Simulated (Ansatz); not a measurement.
**PNH2 (singlet): wave-function methods side by side, cc-pVDZ**

One table from this session's results is given with a row withheld; the runs are named, their logs left out.

Computed with Ansatz 0.2.0, Gaussian basis. Level: cc-pVDZ, core rule «outside noble gas», up to 6 orbitals frozen.

Plan: UHF; CCSD(T) on RHF; CCSD(T) on UHF; BCCD(T) on RHF; CISD; CCSDT(Q) on RHF; CCSDT(Q) on UHF; CASSCF and MRCISD+Q, 12 electrons in 10 orbitals; CASSCF and NEVPT2, 12 electrons in 10 orbitals.

25 further runs of the same task are left out: 1 for a mislabelled method, 8 that didn't finish, 16 set aside as unsound or not needed.

### The system

The geometry is a PBE0/def2-TZVP stationary point (not a proven minimum) of the parent state, kept for this charge and spin.

4 atoms, charge 0, spin multiplicity 1.

Atoms are counted from 1 here; the program's logs count them from 0.

Bond lengths: N1–P2 1.682 Å, N1–H3 1.006 Å, N1–H4 1.006 Å. Angles: P2–N1–H3 122.7°, P2–N1–H4 122.7°, H3–N1–H4 114.7°.

The first run:

File in.yaml:

```yaml
crystal:
  periodic: [false, false, false]
  atoms:
    - {symbol: N, position_ang: [0.000000, 0.000000, 1.085170]}
    - {symbol: P, position_ang: [0.000000, 0.000000, -0.596692]}
    - {symbol: H, position_ang: [0.000000, 0.847233, 1.628141]}
    - {symbol: H, position_ang: [0.000000, -0.847233, 1.628141]}
basis:
  gaussian: {orbitals: cc-pVDZ}
magnetization: {spin_polarized: true, initial_magnetization: 0}
hamiltonian: {xc: hf}
output: {orbitals: {seedname: orbitals}}
```

Started as:

```
ansatz run in.yaml --threads 1 --pin off --events-out ev --progress --plain --max-ram 2393MiB
```

Among the steps run: UHF; CCSD(T) on RHF; CCSD(T) on UHF; BCCD(T) on RHF; CISD; CCSDT(Q) on RHF; CCSDT(Q) on UHF; CASSCF and MRCISD+Q, 12 electrons in 10 orbitals; CASSCF and NEVPT2, 12 electrons in 10 orbitals.

One of the session's tables, all rows but one given; the rest of the session is left out.

| method | from RCCSDT(Q) (meV) |
| --- | --- |
| RHF | +8522.8 |
| UHF | +8004.0 |
| RMP2 | +1060.1 |
| UMP2 | +1098.9 |
| CISD | +1037.5 |
| RCCSD | +315.2 |
| UCCSD | +266.1 |
| RCCSD(T) | +48.9 |
| UCCSD(T) | +32.6 |
| BCCD(T) | ? |
| RCCSDT | +27.6 |
| UCCSDT | +0.7 |
| RCCSDT(Q) | 0 |
| UCCSDT(Q) | -23.5 |
| CASSCF valence | +5288.1 |
| NEVPT2 valence | +1504.9 |
| MRCISD valence | +467.0 |
| MRCISD+Q valence | +96.4 |

Q: Estimate the row for BCCD(T) from the others.

The run gave: from RCCSDT(Q) (meV): +48.3. In the column «from RCCSDT(Q) (meV)» it lies between UCCSD(T) (+32.6) and RCCSD(T) (+48.9).

The program flags UCCSDT(Q) as in doubt (see the logs), so those rows may rest on another solution; read them beside their warnings.

Caveats from the session: The determinant is far from a pure spin state, so its energy mixes those of several spin states (harmless only where they are near-degenerate, as at dissociation). The program flags UCCSDT(Q) as in doubt, so those rows may rest on another solution; read them beside their warnings. Warnings: restricted reference is unstable; spin contamination; large T1 diagnostic. Restricted and unrestricted rows rest on different reference determinants; where their highest levels disagree by more than a few hundredths of an eV, they describe different states and don't form one ladder.
